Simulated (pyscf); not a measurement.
**Addition across a multiple bond or ene-type step: HB=O + NH₃ → H₂N–BH–OH**

Gas phase, singlet surface, charge 0. Bonds broken: N4–H5. Bonds formed: B1–N4, O2–H5. PySCF, gas phase, ωB97X-D3(BJ)/def2-SVP geometries. Correlated levels are frozen-core, on RHF or UHF. ΔMP2 is the change of the MP2 total energy from the triple- to the quadruple-zeta basis.

Transition state (Å):

```xyz
7

B     -0.4753    -0.6273     0.2704
O     -0.4830     0.1058     1.3414
H     -0.3984    -1.8117     0.0418
N     -0.6055     0.4929    -0.8483
H     -0.5907     0.9560     0.3135
H     -1.4657     0.5238    -1.3968
H      0.1937     0.6468    -1.4642
```

One imaginary mode, 1592i cm⁻¹; descent along it reached the two sides named, in the forms told below.

```
bond   change  reactant side (Å)  saddle  product side
-----  ------  -----------------  ------  ------------
N4–H5  breaks              1.023   1.251         2.562
B1–N4   forms              1.748   1.589         1.413
O2–H5   forms              2.505   1.338         0.963
```

Electronic energies relative to the separated reactants (kcal/mol):

| level | barrier | reaction energy | reverse barrier |
|---|---|---|---|
| ωB97X-D3(BJ)/def2-TZVP | 9.6 | -40.6 | 50.2 |
| PBE/def2-TZVP | 5.0 | -38.7 | 43.6 |
| r²SCAN/def2-TZVP | 6.3 | -41.2 | 47.6 |
| B3LYP-D3(BJ)/def2-TZVP | 10.7 | -38.6 | 49.3 |
| PBE0-D3(BJ)/def2-TZVP | 5.1 | -43.2 | 48.3 |
| M06-2X/def2-TZVP | 7.6 | -42.7 | 50.3 |
| ωB97M-D3(BJ)/def2-TZVP | 10.2 | -39.3 | 49.5 |
| HF/def2-TZVP | 23.5 | -40.1 | 63.6 |
| MP2/def2-QZVPP | 11.6 | -37.3 | 48.9 |
| CCSD/def2-TZVPP | 13.9 | -38.8 | 52.7 |
| CCSD(T)/def2-TZVPP | 12.2 | -37.9 | 50.1 |
| CCSD(T)/def2-TZVPP + ΔMP2(QZVPP) | 12.5 | -37.9 | 50.4 |

With CCSD(T)/def2-TZVPP + ΔMP2(QZVPP) energies and thermal terms (ideal gas, 1 atm, RRHO with modes under 100 cm⁻¹ raised to 100, one conformer, R ln 2 for chiral ones without a mode under 150 cm⁻¹), in kcal/mol:

```tsv
T (K)	ΔH‡	ΔG‡	ΔH	ΔG
298	11.4	21.2	-35.6	-26.1
600	10.9	31.4	-35.5	-16.4
900	11.2	41.6	-34.8	-7.0
1200	11.7	51.7	-33.9	+2.1
```

On the reactant side the descent ends in an adduct with a B–N contact, 8.2 kcal/mol under the separated species and 17.8 kcal/mol under the saddle at ωB97X-D3(BJ)/def2-TZVP. On the product side the descent ends in a point that may be a rotor saddle (no frequency run), 1.8 kcal/mol over the lowest minimum found and 48.4 kcal/mol under the saddle at ωB97X-D3(BJ)/def2-TZVP. What is counted as formed (B–N) is already present as a longer contact in the reactant adduct; forming that adduct is a step of its own. This is the saddle that the search found; another between the same sides may lie lower. The CCSD(T) − MP2 part came from Ansatz, without density fitting, on the same reference.
